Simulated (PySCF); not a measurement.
Molecule: `CC(C)(C)F`, C$_{4}$H$_{9}$F.

Atoms are numbered as in `[CH3:1][C:2]([CH3:3])([CH3:4])[F:5]`. Each H is labelled by its parent atom.

Geometry PBE0-D3(BJ)/def2-SVP throughout; GIAO in PySCF 2.14, gas phase, one conformer, non-relativistic; equivalent atoms averaged; basis pcSseg-1.

Question: How do the shifts δ (against TMS, CFCl3 at the same level) depend on the functional? (ppm; last column core-seconds on shared hosts with different chips, so compare them loosely)

Answer: 
| functional | kind | C2 | C1/C3/C4 | F5 | H(C1)/H(C3)/H(C4) | core-s |
| --- | --- | --- | --- | --- | --- | --- |
| HF | Hartree–Fock | 79.8 | 28.2 | -137.6 | 1.28 | 2.9 |
| LDA | LDA | 97.3 | 31.1 | -183.0 | 1.31 | 8.7 |
| PBE | GGA | 93.8 | 30.3 | -181.2 | 1.29 | 11 |
| BLYP | GGA | 95.3 | 30.8 | -180.8 | 1.31 | 11 |
| BP86 | GGA | 94.2 | 30.5 | -182.4 | 1.30 | 11 |
| OPBE | GGA | 88.9 | 28.6 | -178.0 | 1.27 | 11 |
| KT2 | GGA | 91.2 | 29.5 | -185.4 | 1.29 | 12 |
| KT3 | GGA | 89.5 | 28.8 | -180.4 | 1.27 | 12 |
| B97-D | GGA | 92.3 | 29.9 | -178.7 | 1.31 | 11 |
| B3LYP | global hybrid | 92.2 | 30.4 | -168.0 | 1.30 | 6.6 |
| PBE0 | global hybrid | 89.9 | 29.8 | -166.0 | 1.28 | 16 |
| mPW1PW91 | global hybrid | 90.0 | 29.8 | -166.0 | 1.28 | 6.6 |
| WP04 | global hybrid | 95.8 | 29.6 | -169.3 | 1.28 | 11 |
| B97-2 | global hybrid | 89.3 | 29.5 | -166.7 | 1.28 | 9.9 |
| BHandHLYP | global hybrid | 87.7 | 29.7 | -153.7 | 1.29 | 10 |
| CAM-B3LYP | range-separated hybrid | 91.3 | 30.4 | -158.0 | 1.30 | 13 |
| wB97X-D | range-separated hybrid | 90.0 | 30.2 | -160.6 | 1.29 | 13 |
| LC-wPBE | range-separated hybrid | 89.3 | 29.9 | -148.8 | 1.29 | 19 |

Question: Which nucleus moves most, in ppm?

Answer: F5 (fluorine on an sp3 carbon): from -185.4 ppm with KT2 to -137.6 ppm with HF. The smallest spread is 0.04 ppm, at H(C1)/H(C3)/H(C4). Proton shifts span only some 12 ppm, so a few tenths of a ppm matter as much there as several ppm in carbon.
